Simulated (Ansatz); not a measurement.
in.yaml

```yaml
crystal:
  periodic: [false, false, false]
  atoms:
    - {symbol: P, position_ang: [0.061934, -0.082724, 1.555913]}
    - {symbol: C, position_ang: [-0.102940, 0.112643, -0.060318]}
    - {symbol: Si, position_ang: [-0.026319, -0.000553, -1.761905]}
    - {symbol: H, position_ang: [0.056789, 1.215217, 2.000078]}
basis:
  gaussian: {orbitals: cc-pVDZ}
correlation: {method: fic_mrcisd_q, electrons: outside_noble_gas, active_space: {window: {electrons: 8, orbitals: 8}}}
```

```sh
$ ansatz run in.yaml --threads 1 --pin off --events-out ev --progress --plain --max-ram 2393MiB
```

Output:

```
553 factors; integrals over basis functions are off by at most 1.2e-3 eV
mean field evaluation 1: about -18174.9612 eV, gradient 2.5e1 eV
mean field evaluation 2: about -18175.0074 eV, gradient 2.5e1 eV
mean field evaluation 4: about -18177.0457 eV, gradient 2.9e0 eV
mean field evaluation 8: about -18177.0993 eV, gradient 1.7e-1 eV
mean field -18177.09983898 eV, -667.9960982016 hartree, gradient 9.9e-7 eV, S^2 0.000000; 0 other end points of the search recorded, 0 dependent functions left out; unrestricted orbitals would lower it
reference -18177.09983898 eV, -667.9960982016 hartree; 18, 18 occupied and 37, 37 virtual orbitals, 553 factors
state -18180.04976447 eV, -668.1045059639 hartree
contracted CI cycle   1: correlation 0.00000000 eV, 0.0000000000 hartree, residual 1.92e1 eV
contracted CI cycle   2: correlation -5.90642710 eV, -0.2170571925 hartree, residual 4.15e0 eV
contracted CI cycle   3: correlation -6.21398952 eV, -0.2283599028 hartree, residual 1.27e0 eV
contracted CI cycle   4: correlation -6.24505041 eV, -0.2295013694 hartree, residual 4.69e-1 eV
contracted CI cycle   5: correlation -6.24905871 eV, -0.2296486718 hartree, residual 1.82e-1 eV
contracted CI cycle   6: correlation -6.24965023 eV, -0.2296704099 hartree, residual 6.93e-2 eV
contracted CI cycle   7: correlation -6.24973855 eV, -0.2296736554 hartree, residual 2.77e-2 eV
contracted CI cycle   8: correlation -6.24975391 eV, -0.2296742198 hartree, residual 1.23e-2 eV
contracted CI cycle   9: correlation -6.24975697 eV, -0.2296743323 hartree, residual 5.37e-3 eV
contracted CI cycle  10: correlation -6.24975751 eV, -0.2296743521 hartree, residual 2.09e-3 eV
contracted CI cycle  11: correlation -6.24975759 eV, -0.2296743551 hartree, residual 8.15e-4 eV
state -18180.04976447 eV, -668.1045059639 hartree; corrected -18187.13105001 eV, -668.3647384077 hartree
state -18179.85942119 eV, -668.0975109773 hartree
contracted CI cycle   1: correlation 0.00000000 eV, 0.0000000000 hartree, residual 2.01e1 eV
contracted CI cycle   2: correlation -6.20427260 eV, -0.2280028126 hartree, residual 3.82e0 eV
contracted CI cycle   3: correlation -6.44502375 eV, -0.2368502544 hartree, residual 9.98e-1 eV
contracted CI cycle   4: correlation -6.46184037 eV, -0.2374682537 hartree, residual 3.30e-1 eV
contracted CI cycle   5: correlation -6.46395138 eV, -0.2375458319 hartree, residual 1.32e-1 eV
contracted CI cycle   6: correlation -6.46431738 eV, -0.2375592821 hartree, residual 5.38e-2 eV
contracted CI cycle   7: correlation -6.46437269 eV, -0.2375613145 hartree, residual 1.97e-2 eV
contracted CI cycle   8: correlation -6.46437964 eV, -0.2375615701 hartree, residual 6.72e-3 eV
contracted CI cycle   9: correlation -6.46438044 eV, -0.2375615993 hartree, residual 2.23e-3 eV
contracted CI cycle  10: correlation -6.46438052 eV, -0.2375616025 hartree, residual 7.30e-4 eV
state -18179.85942119 eV, -668.0975109773 hartree; corrected -18187.11327524 eV, -668.3640851970 hartree
state -18180.04976447 eV, -668.1045059639 hartree; corrected -18187.13105001 eV, -668.3647384077 hartree
Total energy: -18187.13105001 eV, -668.3647384077 hartree
```

Ran on 1 thread of Arm Neoverse V1, shared host: 16 s wall, 0.31 GiB peak host memory.
